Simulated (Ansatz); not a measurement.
C4H6S, SMILES `CC1C=CS1`, relaxed with RKS PBE-D4/def2-SVP in Ansatz from a rough embedded geometry. The force threshold is 0.03 eV/Å; the program also tests the step.

Charge 0, multiplicity 1.

Start:

```xyz
11

C     0.652   -1.313    0.042
C    -0.309   -0.276   -0.430
C    -0.656    0.742    0.618
C    -0.287    1.873   -0.018
S     0.456    1.089   -1.407
H     1.051   -1.900   -0.886
H     1.545   -0.886    0.496
H     0.204   -2.015    0.673
H    -1.190   -0.775   -0.959
H    -1.221    0.606    1.572
H    -0.246    2.857    0.298
```

**Question.** How much energy does the relaxation release, and in how many steps? (Estimate.)

**Answer.** The calculation gave: 9.28 kcal/mol, in 6 steps.

**Question.** Which bonds change most? (Best estimate.)

**Answer.** The calculation gave: C1–H8 from 1.045 to 1.111 Å; C4–H11 from 1.035 to 1.100 Å; C1–H6 from 1.168 to 1.109 Å; C2–S5 from 1.845 to 1.895 Å.

**Question.** Give the relaxed structure. (Best estimate.)

**Answer.** Computed: 
```xyz
11

C     0.690   -1.356    0.001
C    -0.301   -0.281   -0.406
C    -0.711    0.744    0.627
C    -0.256    1.863    0.015
S     0.430    1.120   -1.452
H     1.040   -1.940   -0.874
H     1.571   -0.911    0.505
H     0.207   -2.065    0.707
H    -1.162   -0.703   -0.969
H    -1.233    0.594    1.583
H    -0.275    2.935    0.263
```
